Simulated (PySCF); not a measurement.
Core-level binding energies of `[H]/N=C/C(F)F`

Species: C2H3F2N.
Z-matrix (Å and degrees, GFN2-xTB geometry), rows numbered from 1:
```
N 
C   1  1.2483
C   2  1.5101  1  118.45
F   3  1.3553  2  109.98  1   121.32
F   3  1.3552  2  110.01  1  -121.98
H   1  1.0175  2  116.25  3  -179.95
H   2  1.0952  1  127.60  3   179.98
H   3  1.0990  2  112.58  1    -0.32
```

Theory: PySCF 2.14.0, delta-SCF UKS SCAN, pcX-2 on the ionised atom, pcseg-1 elsewhere, spin-free X2C. Binding energies are ΔSCF values: E(core-ionised, relaxed orbitals) − E(ground state) at a fixed geometry, referred to the vacuum level.

Q: What binding energy does each computed site have?

A: 
```json
{"atom(s)": "F4/F5", "environment": "fluorine of a CF2 group", "level": "F 1s", "binding energy (eV)": "693.47", "above the level's lowest (eV)": "0.00", "count": "2"}
{"atom(s)": "N1", "environment": "imine nitrogen", "level": "N 1s", "binding energy (eV)": "405.81", "above the level's lowest (eV)": "0.00", "count": "1"}
{"atom(s)": "C3", "environment": "CHF2 carbon", "level": "C 1s", "binding energy (eV)": "295.97", "above the level's lowest (eV)": "+2.91", "count": "1"}
{"atom(s)": "C2", "environment": "imine carbon", "level": "C 1s", "binding energy (eV)": "293.06", "above the level's lowest (eV)": "0.00", "count": "1"}
```

Lowest listed C 1s: C2, bonded to N (double bond), C and H. Highest, 2.91 eV above it: C3, bonded to 2 F, C and H.

Q: What is the longest wavelength that can ionise C 1s of C3 vertically?

A: λ = hc/E = 12398.42 eV Å / 295.97 eV = 41.891 Å.

Q: Which effective nuclear charge Zeff reproduces each element's mean 1s value in the hydrogen-like formula E = 13.606 eV × Zeff²?

A: C (Z = 6): mean 294.5 eV, Zeff = 4.65, Z − Zeff = 1.35; N (Z = 7): mean 405.8 eV, Zeff = 5.46, Z − Zeff = 1.54; F (Z = 9): mean 693.5 eV, Zeff = 7.14, Z − Zeff = 1.86. Means run over the listed sites, weighted by atom count.

Atoms equivalent by their bonding share one computed value, that of the first of them. One conformer (not necessarily the lowest) at the GFN2-xTB geometry, without solvent, vibrations or thermal averaging.
